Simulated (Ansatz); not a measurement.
NO2+, SMILES `O=[N+]=O`. Charge 1, multiplicity 1.

Bond lengths: O1–N2 1.110 Å, N2–O3 1.110 Å. Angles: O1–N2–O3 180.0°.

(1) Give the diagnostics of a CCSD(T)/def2-TZVPP run (frozen core, Ansatz 0.2.0). (Estimate.)

Answers

(1) Computed: T1 = 0.0204, largest single amplitude 0.050, largest double 0.093, (T) share of the correlation energy 5.6 %, 9 CCSD cycles. The RHF solution is stable towards an unrestricted one. T1 lies over the customary mark of 0.02 for closed shells.
